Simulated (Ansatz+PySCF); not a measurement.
Two shapes of quintet N2H2 in separate pieces.

Shape 1:

```xyz
4

N     0.0000    0.0000   -0.4711
H     0.0000    0.0000    3.2974
N    30.0000    0.0000   -0.1308
H    30.0000    0.0000    0.9159
```

Shape 2:

```xyz
4

N     0.0000    0.0000   -0.1963
H     0.0000    0.0000    1.3739
N    30.0000    0.0000   -0.2879
H    30.0000    0.0000    2.0151
```

Basis set: 6-31G (spherical functions). Frozen core: 2 orbitals. Charge 0, multiplicity 5.

Computed with Ansatz (development build ahead of 0.2.0); each method stands on the lowest determinant of its kind that the runs found.

(1) Which shape is lower in energy, and by how much in each method?

Results:

(1)

| method | E(2) − E(1) (eV) |
| --- | --- |
| UHF | 1.430 |
| UHF-MP2 | 1.853 |
| UHF-CCSD | 1.343 |
| UHF-CCSD(T) | 1.303 |

Shape 1 is lower. Caution: the unrestricted determinant is a mixture of spin states. Caution for UHF-MP2, UHF-CCSD, UHF-CCSD(T): bonds are stretched, where a single reference can fail. Caution for UHF-MP2: forces differ strongly between restricted and unrestricted references.
